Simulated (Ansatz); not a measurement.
# Structure relaxation of MoPd3

These are results of Ansatz, DFT r2SCAN, scalar-relativistic, plane waves, PAW, not measurements. Cutoff 500 eV, Γ-centred k mesh, Gaussian smearing, no spin polarisation in the final step.

A relaxed cell is given with its space group left out.

```
Mo Pd
1.0
     3.90679    0.00000    0.00000
     0.00000    3.90679    0.00000
     0.00000    0.00000    3.90679
Mo Pd
1 3
Cartesian
  0.0000 0.0000 0.0000
  0.0000 1.9534 1.9534
  1.9534 0.0000 1.9534
  1.9534 1.9534 0.0000
```

The zero of energy is the elements' standard structures at the same level; no fitted shifts are applied.

(1) What space group does it have?

(2) How far does it lie from the elements in energy?

(3) Is it a metal?

Answers

(1) Pm-3m (No. 221). Conventional cell: a = 3.907 Å. Mo has 12 Pd at 2.76 Å; around Pd lie 4 Mo at 2.76 Å and 8 Pd at 2.76 Å.

(2) 0.13 eV/atom.

(3) Yes, bands cross the Fermi level on the 12×12×12 mesh.

The final run used a 12×12×12 mesh on its 4-atom cell and 0.10 eV smearing. The k mesh leaves about 4 meV/atom of noise in metals. The cell came from a trial start, so MoPd3 may not exist in this structure.

Cost: 2 runs of about 2.1 core-minutes in all, on Arm Neoverse V1 (shared hosts).